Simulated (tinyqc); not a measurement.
Inside a calculation (part 3 of 3). Method: UHF in the sto-6g basis, for HF, spin multiplicity 1. This run ends on a higher stationary point, not on the lowest solution. Computed by tinyqc, a small Python program that keeps every step (integrals from PySCF). Command: `OMP_NUM_THREADS=1 python tinyqc.py 24929 24930 out.jsonl` (the two numbers bound the seeds that draw the settings). One thread of a shared host (Intel(R) Xeon(R) Processor @ 2.60GHz), about 0.2 s of CPU time with the checks.

Geometry (angstrom):

| atom | x | y | z |
|---|---|---|---|
| F | 0.000000 | 0.000000 | 0.000000 |
| H | 0.000000 | 0.000000 | 1.571000 |

## Iteration 9 (converged): orbitals

converged F(alpha) (hartree), lower triangle:
```
             1F 1s      1F 2s     1F 2px     1F 2py     1F 2pz      2H 1s
1F 1s   -26.266883
1F 2s    -6.372584  -2.879602
1F 2px    0.000000   0.000000  -0.473771
1F 2py    0.000000   0.000000   0.000000  -0.473771
1F 2pz   -0.008931  -0.001449   0.000000   0.000000  -0.167355
2H 1s    -0.309511  -0.343440   0.000000   0.000000  -0.305313  -0.174177
```

converged F(beta) (hartree), lower triangle:
```
             1F 1s      1F 2s     1F 2px     1F 2py     1F 2pz      2H 1s
1F 1s   -26.266883
1F 2s    -6.372584  -2.879601
1F 2px    0.000000   0.000000  -0.473771
1F 2py    0.000000   0.000000   0.000000  -0.473771
1F 2pz   -0.008931  -0.001449   0.000000   0.000000  -0.167355
2H 1s    -0.309511  -0.343440   0.000000   0.000000  -0.305313  -0.174178
```

X:
```
                1          2         3          4          5         6
1F 1s   -0.646957   0.482130  0.000000   0.000000  -0.414347  0.484823
1F 2s    0.804061  -0.211105  0.000000   0.000000  -0.211068  0.587739
1F 2px   0.000000   0.000000  0.112515   0.993650   0.000000  0.000000
1F 2py   0.000000   0.000000  0.993650  -0.112515   0.000000  0.000000
1F 2pz   0.247419   0.702117  0.000000   0.000000   0.656049  0.185622
2H 1s   -0.512672  -0.600662  0.000000   0.000000   0.508458  0.399562
```

Diagonalise F' = X^T F X, C = X C', fill 5 alpha and 5 beta electrons from the bottom; D(s) = C_occ C_occ^T. Each column has its largest component positive (the first on a tie).

F' = X^T F X (alpha) (hartree), lower triangle:
```
           1          2          3          4          5           6
1  -6.124317
2   5.500879  -4.738112
3   0.000000   0.000000  -0.473771
4   0.000000   0.000000   0.000000  -0.473771
5  -5.354594   5.038105   0.000000   0.000000  -5.863866
6   6.993475  -6.791365   0.000000   0.000000   7.571860  -11.162577
```

orbital energies (alpha) (hartree): MO1 -26.269918, MO2 -1.413283, MO3 -0.473771, MO4 -0.473771, MO5 -0.398123, MO6 0.192452

coefficients C (alpha):
```
              MO1        MO2       MO3        MO4        MO5        MO6
1F 1s    0.997287  -0.248293  0.000000   0.000000   0.026258   0.028644
1F 2s    0.011454   1.018360  0.000000   0.000000  -0.140089  -0.155730
1F 2px   0.000000   0.000000  0.977741  -0.209816   0.000000   0.000000
1F 2py   0.000000   0.000000  0.209816   0.977741   0.000000   0.000000
1F 2pz   0.000457   0.004381  0.000000   0.000000   0.694205  -0.732871
2H 1s   -0.000929   0.054262  0.000000   0.000000   0.636875   0.795771
```

F' = X^T F X (beta) (hartree), lower triangle:
```
           1          2          3          4          5           6
1  -6.124316
2   5.500879  -4.738112
3   0.000000   0.000000  -0.473771
4   0.000000   0.000000   0.000000  -0.473771
5  -5.354594   5.038105   0.000000   0.000000  -5.863866
6   6.993475  -6.791365   0.000000   0.000000   7.571860  -11.162577
```

orbital energies (beta) (hartree): MO1 -26.269918, MO2 -1.413283, MO3 -0.473771, MO4 -0.473771, MO5 -0.398123, MO6 0.192452

coefficients C (beta):
```
              MO1        MO2       MO3        MO4        MO5        MO6
1F 1s    0.997287  -0.248293  0.000000   0.000000   0.026258   0.028644
1F 2s    0.011454   1.018360  0.000000   0.000000  -0.140089  -0.155730
1F 2px   0.000000   0.000000  0.904467  -0.426544   0.000000   0.000000
1F 2py   0.000000   0.000000  0.426544   0.904467   0.000000   0.000000
1F 2pz   0.000457   0.004380  0.000000   0.000000   0.694204  -0.732871
2H 1s   -0.000929   0.054262  0.000000   0.000000   0.636876   0.795770
```

D(alpha) after iteration 9, lower triangle:
```
            1F 1s      1F 2s    1F 2px    1F 2py    1F 2pz     2H 1s
1F 1s    1.056920
1F 2s   -0.245108   1.056814
1F 2px   0.000000   0.000000  1.000000
1F 2py   0.000000   0.000000  0.000000  1.000000
1F 2pz   0.017597  -0.092784  0.000000  0.000000  0.481940
2H 1s    0.002324  -0.033972  0.000000  0.000000  0.442359  0.408555
```

D(beta) after iteration 9, lower triangle:
```
            1F 1s      1F 2s    1F 2px    1F 2py    1F 2pz     2H 1s
1F 1s    1.056920
1F 2s   -0.245108   1.056814
1F 2px   0.000000   0.000000  1.000000
1F 2py   0.000000   0.000000  0.000000  1.000000
1F 2pz   0.017597  -0.092784  0.000000  0.000000  0.481939
2H 1s    0.002324  -0.033972  0.000000  0.000000  0.442359  0.408556
```

Within a degenerate level the vectors are fixed only up to a rotation; this is one choice.

## Convergence

Stop when the energy changes by less than 1e-08 hartree and every element of the error matrix X^T (F D S - S D F) X (for each spin) is below 3e-05.

Course of the cycle:

| iteration | E (hartree) | change | largest element of the error matrix |
|---|---|---|---|
| 1 | -98.78224521 | - | 2.88e-01 |
| 2 | -99.29857601 | -5.16e-01 | 7.68e-02 |
| 3 | -99.31503981 | -1.65e-02 | 2.33e-02 |
| 4 | -99.31783920 | -2.80e-03 | 1.28e-02 |
| 5 | -99.31947637 | -1.64e-03 | 1.38e-02 |
| 6 | -99.31703378 | 2.44e-03 | 1.67e-03 |
| 7 | -99.31703765 | -3.87e-06 | 1.59e-04 |
| 8 | -99.31703763 | 1.62e-08 | 5.10e-06 |
| 9 | -99.31703763 | -7.93e-11 | 1.56e-07 |

PySCF UHF in the same basis, after a stability check = -99.39731411 hartree

Converged in 9 iterations. But the solution lies 0.08028 hartree above the reference: it is another stationary point, not the lowest one. Reruns (cap 100 unless said): damping 0.5: converged in 50; level shift 0.5: converged in 30; atomic densities as start, DIIS 8: converged in 7 to a higher stationary point.

## Populations, bond orders and dipole

overlap S, lower triangle:
```
           1F 1s     1F 2s    1F 2px    1F 2py    1F 2pz     2H 1s
1F 1s   1.000000
1F 2s   0.232479  1.000000
1F 2px  0.000000  0.000000  1.000000
1F 2py  0.000000  0.000000  0.000000  1.000000
1F 2pz  0.000000  0.000000  0.000000  0.000000  1.000000
2H 1s   0.011124  0.145956  0.000000  0.000000  0.135187  1.000000
```

Mulliken: Z minus the diagonal of D S on the atom; Loewdin: the same with S^(1/2) D S^(1/2); Mayer order: 2 sum_s sum (D(s) S)_ij (D(s) S)_ji over the two atoms.

Charges (e):

| atom | Mulliken | Loewdin | Mulliken spin |
|---|---|---|---|
| 1F | -0.073152 | -0.067466 | 6.55e-07 |
| 2H | 0.073152 | 0.067466 | -6.55e-07 |

Mayer bond orders:

| pair | order |
|---|---|
| 2-1 | 0.994649 |

dipole moment about the origin, x y z (debye): 0.000000  0.000000  0.926780

<S^2> of the determinant (pure state: 0) = 0.000000
